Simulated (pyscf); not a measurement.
## Routes from H₃C–In [singlet] + silanol (HO–SiH₃)

Candidate steps break at most two bonds and form at most two. Each was searched with GFN2-xTB (tblite) first. Single points on ωB97X-D3(BJ)/def2-SVP structures (PySCF, gas phase). Energies: ωB97M-D3(BJ)/def2-TZVP, eV, from the separated reactants, singlet surface; ΔG‡ with ideal gas, 1 atm, RRHO with modes under 100 cm⁻¹ raised to 100, one conformer, R ln 2 for chiral ones without a mode under 150 cm⁻¹.

```csv
products,type,ΔE‡,ΔE,ΔG‡ 298 K,ΔG‡ 900 K,ν‡ (cm⁻¹)
H₃Si–O–In [singlet] + CH₄,four-centre exchange,0.04,-1.68,0.42,1.30,1021i
H₃C–In(OH)–SiH₃,insertion,1.03,+0.28,1.50,2.39,152i
```

Row 1: On the reactant side the descent ends in a bound adduct (not fully relaxed), 0.37 eV under the separated species and 0.37 eV under the saddle at ωB97X-D3(BJ)/def2-TZVP. Row 2: On the reactant side the descent ends in a bound adduct, 0.37 eV under the separated species and 1.08 eV under the saddle at ωB97X-D3(BJ)/def2-TZVP. 

Plain bond fissions and candidates not yet searched are not listed, and one of them may be faster. Each barrier is that of the saddle found; lower ones may exist. Elements past Kr carry the def2 core potentials, without spin-orbit coupling.
